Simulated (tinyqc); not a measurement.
Inside a calculation. Method: Pariser-Parr-Pople SCF with singles CI, for the molecule Fc1ccns1 (SMILES; centres numbered as the heavy atoms are written). Computed by tinyqc, a small Python program that keeps every step. Settings: charge = 0, gamma = Ohno, start = huckel, damping = 0, iteration cap = 81, excitations kept = 4. Command: `OMP_NUM_THREADS=1 python tinyqc.py 23900 23901 out.jsonl` (the two numbers bound the seeds that draw the settings). One thread of a shared host (Intel(R) Xeon(R) Processor @ 2.60GHz), about 0.01 s of CPU time with the checks. Later iterations appear only in the table of the cycle.

## PPP integrals

Centres (angstrom, eV; a flat drawing with bonds scaled to 1.40 angstrom):
```
centre        x        y  core charge z        W  gamma_rr
1F       2.1590   0.0000              2  39.0000   21.4000
2C       0.7590   0.0000              1  11.1600   11.1300
3C      -0.0640   1.1330              1  11.1600   11.1300
4C      -1.3950   0.7000              1  11.1600   11.1300
5N      -1.3950  -0.7000              1  14.1000   12.3000
6S      -0.0640  -1.1330              2  22.0000   13.0000
```

Resonance integrals (eV):
```
i  j     beta
1  2  -2.1000
2  3  -2.3900
3  4  -2.3900
4  5  -2.5100
5  6  -2.0200
6  2  -2.0200
```

Ohno: gamma = 14.399645/sqrt(R^2 + a^2), a = 2 x 14.399645/(gamma_rr + gamma_ss); H_rr = -W_r - sum_(s != r) z_s gamma_rs; H_rs = beta for bonds.

repulsion gamma_rs (eV), lower triangle:
```
         1F       2C       3C       4C       5N       6S
1F  21.4000
2C   8.6931  11.1300
3C   5.4390   7.5528  11.1300
4C   3.8616   5.5206   7.5548  11.1300
5N   3.8691   5.5879   5.5872   7.7292  12.3000
6S   5.4714   7.8260   5.6225   5.6239   7.9816  13.0000
```

core matrix H (eV), lower triangle:
```
          1F        2C        3C        4C        5N        6S
1F  -71.8057
2C   -2.1000  -62.8597
3C    0.0000   -2.3900  -53.9777
4C    0.0000    0.0000   -2.3900  -50.9356
5N    0.0000    0.0000    0.0000   -2.5100  -56.7056
6S    0.0000   -2.0200    0.0000    0.0000   -2.0200  -59.9968
```

## Starting guess

pi electrons, sum of z_r less the charge = 8

Orbitals of the Hueckel matrix of the beta values.

P at the start, lower triangle:
```
         1F       2C       3C       4C      5N      6S
1F   1.7591
2C   0.4608   1.1159
3C  -0.3018   0.6058   1.3176
4C   0.0715  -0.1826   0.5789   1.1920
5N   0.1346  -0.2142  -0.2934   0.7031  1.2230
6S  -0.3116   0.5727  -0.1409  -0.3087  0.5530  1.3923
```

## Iteration 1: Fock matrix

F_rr = H_rr + P_rr gamma_rr / 2 + sum_(s != r) P_ss gamma_rs; F_rs = H_rs - P_rs gamma_rs / 2; E = tr P (H + F) / 2 + core repulsion sum_(r<s) z_r z_s gamma_rs.

F (eV), lower triangle:
```
          1F       2C       3C       4C       5N       6S
1F  -19.1629
2C   -4.1028  -7.0946
3C    0.8208  -4.6778  -4.9821
4C   -0.1381   0.5040  -4.5766  -4.1110
5N   -0.2604   0.5986   0.8197  -5.2271  -8.4542
6S    0.8524  -4.2610   0.3962   0.8680  -4.2271  -8.7151
```

pi energy = -144.1306 eV

## Iteration 1: orbitals and new P

Diagonalise F (the basis is taken as orthonormal) and form P = 2 sum c c over the lowest orbitals.

orbital energies (eV): -20.4813  -14.8205  -10.7307  -9.8288  0.3283  3.0133

P after iteration 1, lower triangle:
```
         1F       2C       3C       4C      5N      6S
1F   1.9359
2C   0.2354   1.1337
3C  -0.1790   0.6774   1.1462
4C   0.0116  -0.0759   0.6322   0.9810
5N   0.0911  -0.3114  -0.1625   0.6902  1.3796
6S  -0.1678   0.6043  -0.2484  -0.3431  0.4979  1.4236
```

## Iteration 2: Fock matrix

As before.

F (eV), lower triangle:
```
          1F       2C       3C       4C       5N       6S
1F  -18.0866
2C   -3.1234  -6.7986
3C    0.4867  -4.9480  -5.3836
4C   -0.0223   0.2095  -4.7782  -4.4133
5N   -0.1762   0.8701   0.4539  -5.1772  -9.0471
6S    0.4590  -4.3845   0.6982   0.9648  -4.0070  -8.3060
```

pi energy = -146.3422 eV

## Iteration 2: orbitals and new P

As before.

orbital energies (eV): -19.0130  -14.8617  -11.0357  -10.2798  0.5887  2.5663

P after iteration 2, lower triangle:
```
         1F       2C       3C       4C      5N      6S
1F   1.9642
2C   0.1761   1.1316
3C  -0.1328   0.6773   1.1300
4C   0.0030  -0.0542   0.6447   0.9347
5N   0.0699  -0.3191  -0.1447   0.6739  1.4295
6S  -0.1293   0.6230  -0.2649  -0.3508  0.4835  1.4100
```

## Convergence

Stop when output and input P, before any damping, agree to 1e-7.

Course of the cycle:
```
iteration       E (eV)  largest |P(out) - P(in)|
1          -144.130571                  2.25e-01
2          -146.342216                  5.93e-02
3          -146.488980                  1.94e-02
4          -146.506746                  8.82e-03
5          -146.509805                  4.38e-03
6          -146.510506                  2.28e-03
7          -146.510702                  1.22e-03
8          -146.510761                  6.68e-04
9          -146.510780                  3.70e-04
10         -146.510786                  2.09e-04
11         -146.510788                  1.20e-04
...                ...                       ...
14         -146.510789                  2.28e-05
15         -146.510789                  1.31e-05
16         -146.510789                  7.48e-06
17         -146.510789                  4.29e-06
18         -146.510789                  2.46e-06
19         -146.510789                  1.41e-06
20         -146.510789                  8.08e-07
21         -146.510789                  4.63e-07
22         -146.510789                  2.65e-07
23         -146.510789                  1.52e-07
24         -146.510789                  8.71e-08
```

Converged in 24 iterations.

## Converged orbitals

Charges are z - P_rr.

orbital energies (eV): -18.7044  -14.8794  -11.1093  -10.3671  0.5780  2.4666

coefficients:
```
       MO1      MO2      MO3      MO4      MO5      MO6
1F  0.9445  -0.2218  -0.2119  -0.0357  -0.0974  -0.0564
2C  0.2918   0.3067   0.6103   0.1166   0.5547   0.3565
3C  0.0937   0.3032   0.4432  -0.5218  -0.1915  -0.6276
4C  0.0373   0.3857  -0.1485  -0.5301  -0.3696   0.6405
5N  0.0432   0.6164  -0.5931  -0.0005   0.4507  -0.2516
6S  0.1040   0.4859   0.1118   0.6572  -0.5535  -0.0483
```

pi charges: 1F 0.0253, 2C -0.1305, 3C -0.1388, 4C 0.0936, 5N -0.4671, 6S 0.6174

## Singles CI, singlets

Over the 4 single excitations with the smallest orbital gaps: A = (e_a - e_i) delta + 2 (ia|jb) - (ij|ab), with (pq|rs) = sum c_mp c_mq gamma_mn c_nr c_ns. f = 2/3 w |mu|^2 in atomic units, mu = sqrt2 sum c_ia sum_m c_mi c_ma R_m.

singlet CI matrix (eV), lower triangle:
```
         4>5      3>5     4>6     3>6
4>5   5.7078
3>5   0.0588   6.1439
4>6   0.0125   0.7999  6.9758
3>6  -0.9457  -0.1231  0.0563  7.7059
```

singlet excitation energies (eV): 5.3304  5.6503  7.4606  8.0921

oscillator strengths: 0.1950  0.0786  0.7783  0.7364

## Singles CI, triplets

Over the 4 single excitations with the smallest orbital gaps: A = (e_a - e_i) delta - (ij|ab), with (pq|rs) = sum c_mp c_mq gamma_mn c_nr c_ns.

triplet CI matrix (eV), lower triangle:
```
         4>5      3>5     4>6     3>6
4>5   3.1890
3>5  -0.2811   4.0347
4>6   0.0378   0.1043  5.2460
3>6   0.1043  -0.2521  0.3628  6.2909
```

triplet excitation energies (eV): 3.1019  4.0705  5.1594  6.4287
